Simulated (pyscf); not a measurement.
This saddle point was located with ωB97X-D3(BJ)/def2-SVP in PySCF.

```xyz
11

N     -0.1911    -0.7145    -0.1157
Si    -0.0215     1.1113     0.3470
N     -0.7349     2.2229    -0.7515
H      0.6724    -0.2827    -0.8498
H      0.0018    -1.4194     0.5979
H      1.2294     1.2475     1.1439
H     -1.0858     1.1593     1.4292
H     -1.4865     2.8322    -0.4476
H     -0.2591     2.5346    -1.5894
H     -1.0577    -0.9367    -0.6076
H      1.1720     0.7266    -1.1056
```
Charge 0, spin multiplicity 1.

Surface: singlet, charge 0. Lowest wavenumbers (cm⁻¹): 1384i, 181, 258, 365, 462.

Problem. What reaction is this the transition state of?

Solution. H₂N–SiH₂–NH₂ (SMILES N[SiH2]N) + H₂ (SMILES [H][H]) <-> NH₃ (SMILES N) + H₂N–SiH₃ (SMILES N[SiH3]), a four-centre exchange read from left to right: N–Si, H–H broken and H–N, H–Si formed. At ωB97M-D3(BJ)/def2-TZVP it lies +183.0 kJ/mol from the left side and +138.7 kJ/mol from the right (each side as separated species at their lowest minima found). At the saddle there is also a short H–Si contact that neither side keeps. This is the saddle that the search found; another between the same sides may lie lower.
